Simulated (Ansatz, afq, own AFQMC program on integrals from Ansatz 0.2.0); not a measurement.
## BC⁺, singlet in cc-pVDZ, levels against full CI

```xyz
2

B     0.0000    0.0000    0.0000
C     0.0000    0.0000    4.1510
```

Basis cc-pVDZ. Noble-gas cores (and the filled d shells of Ga–Kr and In–Xe) are frozen. Ansatz 0.2.0 and our own AFQMC program on the same integrals; the CISD trial comes from CCSD amplitudes, and released means the phaseless constraint is let go. ± is one standard error of the sampling.

Determinant: RHF, the one that the program's search chose, which needn't be the lowest solution. The geometry is a point of a scan.

Full CI on the same integrals is exact in this basis and with this determinant's frozen core.

Cautions: higher spins were not checked; restricted determinant unstable towards unrestricted (UHF 1.62 eV lower, ⟨S²⟩ 1.01); strong correlation (T1 0.019, weight of the determinant 0.78, largest double 0.26); the released energies are still falling, so no released level is given (meV from the phaseless value at times in 1/Eh: -25 ± 5 at 0.24, -47 ± 6 at 0.51, -72 ± 8 at 0.99, -78 ± 11 at 1.62, -80 ± 15 at 2.40); CCSDTQ on the UHF determinant differs (1.37 eV lower), perhaps since the unrestricted series falls towards higher spin.

* T1 diagnostic: 0.0186
* weight of the determinant in the CISD state: 0.776
* size of the correlated space: 6 electrons in 26 orbitals

Reference: full CI, correlation energy -4.520 eV.

| level | E − E(reference) (meV) | share of correlation (%) |
| --- | --- | --- |
| HF | 4520.0 | 0.00 |
| MP2 | 1806.6 | 60.03 |
| CCSD | 172.6 | 96.18 |
| CCSD(T) | 89.6 | 98.02 |
| CCSDT | 64.9 | 98.56 |
| CCSDT(Q) | 33.9 | 99.25 |
| CCSDTQ | 0.4 | 99.99 |
| ph-AFQMC/CISD | 43.7 ± 4.6 | 99.03 |

CCSDT and higher add their correlation energy to the determinant of the CCSD(T) run, since their own runs factorise the integrals more tightly (a shift of under 2 meV). A walk keeps the symmetry of its determinant, which the program's search chose and which needn't be the lowest solution, so a lower state of the same spin and another symmetry isn't excluded.
